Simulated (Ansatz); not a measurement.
# A ladder of methods for Si2NH7 (SMILES [SiH3]N[SiH3])

Si2NH7, singlet, SMILES `[SiH3]N[SiH3]`. Each level relaxes the structure for itself.

Each level gives the zero-point energy at each level's own minimum (kJ/mol). The values are calculated.

| level | kind | program | value (kJ/mol) |
| --- | --- | --- | --- |
| HF/STO-3G | Hartree–Fock | Ansatz | 218.7 |
| HF/3-21G | Hartree–Fock | Ansatz | 183.6 |
| PBE/def2-SVP | GGA | Ansatz | 168.3 |
| B3LYP/6-31G* (Cartesian functions) | global hybrid | Ansatz | 174.8 |
| PBE0-D4/def2-TZVP | global hybrid | Ansatz | 173.4 |
| MP2/6-31G* (Cartesian functions) | perturbation theory | Ansatz | 179.7 |
| CCSD/cc-pVDZ | coupled cluster or CI | Ansatz | 175.1 |

Harmonic and unscaled. The values span 168.3 to 218.7 kJ/mol.
